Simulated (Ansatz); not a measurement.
Relaxation of CH2S2 (5 atoms, charge 0, multiplicity 1), to a largest force component of 0.02 eV/Å in at most 40 steps.

Level of theory: RHF/def2-SVP in Ansatz 0.2.0.

```xyz
5
Properties=species:S:1:pos:R:3:forces:R:3
S -1.384 -0.783 1.298 0.28 0.16 -0.37
C -0.420 -0.237 0.122 -0.21 -0.12 0.64
S 1.077 0.610 0.393 -0.06 -0.03 -0.09
H -0.670 -0.379 -0.921 -0.05 -0.03 -0.20
H 1.398 0.789 -0.892 0.04 0.02 0.03
```

**Question.** Where does it end, and by what steps?

**Answer.** The run converged. After 4 steps the energy has fallen by 0.004 eV; C2 moved furthest, 0.01 Å.

```csv
step,energy less start (eV),largest force component (eV/Å),accepted
0,0.0000,0.641,yes
1,-0.0031,0.211,yes
2,0.0036,0.367,no
3,-0.0034,0.095,yes
4,-0.0038,0.004,yes
```

```xyz
5
Properties=species:S:1:pos:R:3
S -1.381 -0.780 1.294
C -0.423 -0.239 0.127
S 1.075 0.609 0.391
H -0.673 -0.382 -0.922
H 1.402 0.793 -0.891
```

Whether the end is a true minimum wasn't checked by a vibrational analysis.

Run time: 3.5 s on 1 thread of Arm Neoverse V1, with other jobs on the host, peak memory 0.09 GiB.
